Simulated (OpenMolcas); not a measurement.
# CASPT2(6,6)/ANO-RCC-VDZ (DKH2, ipea shift 0.25 Eh, pt2 variant SS) run of CH2Cl2 (dichloromethane)

Wanted: the energy of CH2Cl2 (dichloromethane). 

Program for the calculation: OpenMolcas 26.06.

## (1) Starting point

CH2Cl2 has 5 atoms, charge 0, and is taken as a singlet. SMILES: `ClCCl`. Geometry: relaxed at PBE0-D4/def2-TZVP.

Bond lengths: Cl1–C2 1.762 Å, C2–Cl3 1.762 Å, C2–H4 1.086 Å, C2–H5 1.086 Å. Angles: Cl1–C2–Cl3 112.9°, Cl1–C2–H4 108.1°, Cl1–C2–H5 108.1°, Cl3–C2–H4 108.1°, Cl3–C2–H5 108.1°, H4–C2–H5 111.4°.

## (2) A single-point energy at CASPT2(6,6)/ANO-RCC-VDZ (DKH2, ipea shift 0.25 Eh, pt2 variant SS)

File struct.xyz:

```xyz
5

Cl     1.630750    -0.338670     0.265360
C     -0.101090    -0.082670     0.062890
Cl    -0.474220     1.284450    -0.984760
H     -0.525010    -0.976700    -0.384090
H     -0.530410     0.113600     1.040610
```

File step3.inp:

```
>>> EXPORT MOLCAS_PRINT=2
&GATEWAY
Coord=struct.xyz
Basis=ANO-RCC-VDZ
Group=NoSym
&SEWARD
&RASSCF
FileOrb=$CurrDir/step2.RasOrb
Spin=1
Nactel=6 0 0
Inactive=18
Ras2=6
OrbListing=Nothing
&CASPT2
Imaginary=0.2
```

Started as:

```console
$ export MOLCAS_MEM=1860
$ pymolcas step3.inp > step3.log
```

What it wrote:

```text
--- Start Module: gateway ---
[...]
--- Stop Module: gateway /rc=_RC_ALL_IS_WELL_ ---
[...]
      Basis functions           39
[...]
--- Start Module: rasscf ---
[...]
      Number of active orbitals                  6
[...]
      Spin quantum number                      0.0
[...]
      Active orbitals                            6
[...]
      Number of CSFs                           175
[...]
      Number of root(s) required                 1
[...]
      Convergence after  4 iterations
[...]
      printout of CI-coefficients larger than  0.05 for root  1
      energy=    -960.893949
      conf/sym  111111     Coeff  Weight
             1  222000  -0.97873 0.95791
            13  220020   0.07805 0.00609
            24  u2dud0  -0.10268 0.01054
            34  202002   0.07899 0.00624
            41  022200   0.08413 0.00708
      Natural orbitals and occupation numbers for root  1
      sym 1:   1.967334   1.978864   1.968139   0.034966   0.029282   0.021414
      ************************************************************************************************************************
      *                                                    Final results                                                     *
[...]
::    RASSCF root number  1 Total energy:   -960.89394892
[...]
      Total electronic charge=   42.000000
      Total            charge=   -0.000000
[...]
      Dipole Moment (debye):
      Origin of the operator (angstrom)=    0.4546    0.3718   -0.2828
                   X= -1.4418E+00               Y= -1.1780E+00               Z=  8.9821E-01           Total=  2.0671E+00
      Quadrupole Moment (debye*angstrom):
[...]
--- Stop Module: rasscf /rc=_RC_ALL_IS_WELL_ ---
--- Start Module: caspt2 ---
[...]
      E2 (Variational):          -0.1150847843
      Total energy:            -961.0090337028
[...]
      Reference weight:           0.95329
[...]
::    CASPT2 Root  1     Total energy:   -961.00903370
[...]
--- Stop Module: caspt2 /rc=_RC_ALL_IS_WELL_ ---
[...]
```

It took 2.5 s on 1 thread of Arm Neoverse V2, shared host; peak memory 0.41 GiB.

## (3) What came out

At CASPT2(6,6)/ANO-RCC-VDZ (DKH2, ipea shift 0.25 Eh, pt2 variant SS), 11 core orbitals frozen:

| quantity | value |
| --- | --- |
| total energy | -961.00903 Eh |
| dipole moment (CASSCF density) | 2.07 D |
